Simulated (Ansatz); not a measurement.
Relaxation of BClH3N (6 atoms, charge 0, multiplicity 1), to a largest force component of 0.02 eV/Å in at most 40 steps.

Level of theory: RKS PBE-D4/def2-mTZVP in Ansatz 0.2.0.

```xyz
6
Properties=species:S:1:pos:R:3:forces:R:3
B 0.000 0.000 0.000 1.85 -0.01 -2.36
H 0.000 0.000 1.190 -0.46 -0.02 0.15
N 1.342 0.000 -0.775 -1.53 0.01 0.86
H 1.809 -0.918 -1.027 -0.54 1.76 0.24
H 1.794 0.918 -1.053 -0.54 -1.76 0.24
Cl -1.611 0.000 -0.930 1.21 0.02 0.87
```

Where does it end, and by what steps?

It converged. After 9 steps the energy has fallen by 1.631 eV; H5 moved furthest, 0.91 Å.

| step | energy less start (eV) | largest force component (eV/Å) | accepted |
| --- | --- | --- | --- |
| 0 | 0.0000 | 2.360 | yes |
| 1 | -0.3588 | 1.052 | yes |
| 2 | -0.5630 | 1.328 | yes |
| 3 | -0.8465 | 0.875 | yes |
| 4 | -1.1647 | 0.931 | yes |
| 5 | -1.4062 | 1.369 | yes |
| 6 | -1.5939 | 0.422 | yes |
| 7 | -1.6286 | 0.100 | yes |
| 8 | -1.6305 | 0.038 | yes |
| 9 | -1.6306 | 0.009 | yes |

```xyz
6
Properties=species:S:1:pos:R:3
B 0.050 -0.065 -0.054
H -0.024 -0.569 1.028
N 1.256 -0.010 -0.747
H 2.118 -0.392 -0.368
H 1.359 0.409 -1.669
Cl -1.424 0.627 -0.785
```

Whether the end is a true minimum wasn't checked by a vibrational analysis.

Time of the run: 18 s on 1 thread of Arm Neoverse V1 (shared host), peak memory 0.12 GiB.
